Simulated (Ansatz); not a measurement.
Reaction (substitution at a C–C bond): `CCCCC(C)O` + H–F → fluoromethane + `CCCCCO`

Calculated with Ansatz (gas phase, PBE0-D4/def2-TZVP geometries, no zero-point term in ΔE). CBS: MP2 limit from def2 TZ/QZ plus the TZ coupled-cluster correction, frozen cores. This one scheme is used for every species. Functionals use def2-TZVPP. B3LYP here is the variant with VWN-RPA as its local correlation; programs differ in this. Each species was taken in one conformer, which may not be the lowest.

| level | ΔE (kJ/mol) | difference from CCSD(T)/CBS |
| --- | --- | --- |
| B3LYP-D4 | 57.1 | -17.2 |
| r2SCANh-D4 | 64.4 | -9.9 |
| r2SCAN0-D4 | 66.3 | -8.0 |
| CAM-B3LYP-D4 | 57.5 | -16.8 |
| PBE0 | 60.7 | -13.6 |
| LC-ωPBE | 61.2 | -13.1 |
| MP2/def2-SVP | 71.8 | -2.5 |
| CCSD(T)/def2-TZVPP | 70.7 | -3.6 |
| SCS-MP2/def2-QZVPP | 70.7 | -3.6 |
| HF/CBS(def2) | 41.6 | -32.7 |
| CCSD(T)/CBS | 74.3 | 0 |

Largest T1 diagnostic among the species: 0.009.

In def2-TZVPP, CCSD(T) changes the Hartree–Fock value by +28.9 kJ/mol (the triples alone add +3.2 kJ/mol) and MP2 by +38.3 kJ/mol. From PBE to PBE0 (25 % exact exchange), in def2-TZVPP and without D4, ΔE moves by +4.1 kJ/mol. The D4 term adds +9.3 kJ/mol with B3LYP and +5.3 kJ/mol with PBE0; it sums over pairs of atoms, weighted by their polarisabilities, and B3LYP, whose exchange is more repulsive, gets the larger term.

CCSD(T)/CBS has its own doubt, a few kJ/mol and more with outer-core shells, so smaller differences from it don't rank the levels.
